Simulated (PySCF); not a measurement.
## Two-dimensional NMR puzzle

Compound of formula C₅H₆O. Correlations simulated from computed shifts and couplings:

HSQC (one-bond C–H):
```csv
δH,δC,"¹J(C,H) (Hz)"
7.08,141.3,172
6.49,141.3,164
6.11,141.3,170
```

COSY cross peaks (|J| ≥ 2 Hz):
```csv
δH,δH,abs. J (Hz),bonds
7.08,6.49,18.1,3
7.08,6.11,3.0,2
6.49,6.11,11.0,3
```

HMBC (two and three bonds, |J| ≥ 2.5 Hz):
```csv
δH,δC [abs. J in Hz]
7.08,"186.4 [7.3], 141.3 [3.7]"
6.49,186.4 [7.8]
6.11,186.4 [11.6]
```

Carbons without hydrogens: δ 186.4.

Method: PBE0-D3(BJ)/def2-SVP geometry, couplings computed with B3LYP/pcJ-1 (without the spin–dipole term), shielding tensors at PBE0/pcSseg-1 (GIAO), in PySCF (no relativistic terms, rapidly exchanging positions averaged, one conformer, isolated molecule).

References, each an isolated molecule treated in the same way: ¹H (σ = 31.27 ppm) and ¹³C (σ = 184.41 ppm) against TMS.

Exchangeable hydrogens are left out of these lists, and C,H couplings along chains are those of one rotamer, so weak HMBC peaks may be missing or extra.

Question: Work out the connectivity.

Answer: SMILES C=CC(=O)C=C.

Structure with atom numbers: `[CH2:1]=[CH:2][C:3](=[O:4])[CH:5]=[CH2:6]`. Hydrogens are named by the atom that carries them. Ha(C1), Ha(C6) are cis to C3; Hb(C1), Hb(C6) are trans to C3.

- δC 186.4 is C3, a ketone carbonyl carbon.
- δC 141.3 is C2/C5, an α carbon of a C=C–C=O unit (δH 6.49).
- δC 141.3 is C1/C6, a β carbon of a C=C–C=O unit (δH 6.11, 7.08).
- HMBC from δH 7.08 reaches the proton-free carbon C3.
- HMBC from δH 6.49 reaches the proton-free carbon C3.
- HMBC from δH 6.11 reaches the proton-free carbon C3.
- COSY links 7.08–6.49, 7.08–6.11, 6.49–6.11.

This is the structure that produced the data.

Unscaled 3J(H,H) at this level run about 10 % above measured values. Shifts are as computed. Against solution values, carbons near 30 ppm lie about +2 ppm off and those near 130 ppm about +5 ppm. Of 1211 compounds with measured shifts, 218 miss one by over three times the rms of a fit or turn the order of signals round; such compounds aren't used in these exercises.
